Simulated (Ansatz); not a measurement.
## BSiH₂⁺ (H-bridged), triplet in 6-31G: errors against full CI

Geometry: that of the BSiH2 (H-bridged), doublet, kept fixed. The singlet lies 0.3 eV lower here.

```csv
atom,x (Å),y (Å),z (Å)
Si,0.0000,-0.0053,0.5948
B,0.0000,-0.0779,-1.2479
H,0.0000,1.1505,-0.7602
H,0.0000,-0.1670,-2.4296
```

Basis 6-31G; Ansatz 0.2.0. Correlated methods freeze the noble-gas cores, which leaves 8 electrons in 20 orbitals. R marks a restricted (for open shells ROHF) determinant, U an unrestricted one. Active spaces: valence = (8e, 10o) chosen from the atoms' valence shells.

Full CI is exact within this basis and frozen core; it isn't the basis-set limit. The frozen core follows each run's orbitals, which can shift R against U totals by a few meV.

For open shells CISD is restricted-active-space CI with the open shells as a complete middle space.

The UHF ⟨S²⟩ is 2.018 and the T1 diagnostic (RCCSD) is 0.0489. The largest doubles amplitude (RCCSD) is 0.089 and the T1 diagnostic (UCCSD) is 0.0362.

| level | E − E(full CI) (kJ/mol) | share of correlation (%) | wall time |
| --- | --- | --- | --- |
| RHF | 303.2 | 0.00 | – |
| UHF | 294.8 | 2.76 | – |
| RMP2 | 83.5 | 72.46 | – |
| UMP2 | 81.9 | 72.98 | – |
| CISD | 27.7 | 90.87 | 0.49 s |
| RCCSD | 13.3 | 95.60 | – |
| UCCSD | 12.9 | 95.75 | – |
| RCCSD(T) | 3.5 | 98.84 | 0.86 s |
| UCCSD(T) | 3.3 | 98.90 | 1 s |
| BCCD(T) | 3.4 | 98.87 | 1.1 s |
| RCCSDT | 0.6 | 99.79 | – |
| UCCSDT | 0.6 | 99.81 | – |
| RCCSDT(Q) | 0.2 | 99.94 | 2.9 s |
| UCCSDT(Q) | 0.1 | 99.96 | 2.6 s |
| RCCSDTQ | 0.0 | 99.98 | 8 s (H100) |
| UCCSDTQ | 0.0 | 99.99 | 8 s (H100) |
| CASSCF (valence space) | 58.9 | 80.58 | – |
| NEVPT2 (valence space) | 15.9 | 94.77 | 3 s |
| MRCISD (valence space) | 1.7 | 99.43 | – |
| MRCISD+Q (valence space) | 0.9 | 99.71 | 4.8 s (H100) |
| MRCISD+Q(relaxed) (valence space) | -0.1 | 100.02 | 4.9 s (H100) |

The correlation energy at full CI, counted from RHF, is -3.143 eV. That run took 1.9 s on 2 threads of AMD EPYC 7R13 with a shared H100 80 GB, shared host over 11,708,928 determinants.

Times hold each run's SCF and search for its determinant on a shared host, so for small cases they say little of a method's own cost; rows without a card ran on 1 thread of AMD EPYC 7R13.

The full-CI state has the irrep A'' of Cs, in the program's axes.

Natural occupations of full CI about the gap: 1.968 1.959 1.912 1.004 0.974 0.052 0.040 0.029 0.025 0.016; effectively unpaired electrons, Σ n²(2−n)², 2.06.
